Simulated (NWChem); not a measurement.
## Correlation energy of H₄Si

SMILES: [SiH4]
```xyz
5

Si     0.0000     0.0000     0.0000
H      1.2187     0.0000     0.8618
H     -1.2187     0.0000     0.8618
H      0.0000    -1.2187    -0.8618
H      0.0000     1.2187    -0.8618
```
Charge 0, spin multiplicity 1.

All runs are NWChem calculations. Structure: optimised with PBE0/def2-SVP, a minimum by its harmonic frequencies.

Basis set: cc-pVDZ. Each correlation energy counts from its own Hartree-Fock reference.

The correlated methods keep 5 core orbitals frozen. The structure started from a generated list of species. No row is a measurement; the coupled-cluster row has its own basis-set and correlation limits.

Problem. For the correlation energy, RI-MP2 gives -116.3 mHa and MP2 gives -116.4 mHa. What do SCS-MP2, CR-CCSD[T], CR-CCSD(T) give?

Solution. SCS-MP2: -129.3 mHa; CR-CCSD[T]: -149.7 mHa; CR-CCSD(T): -149.7 mHa.
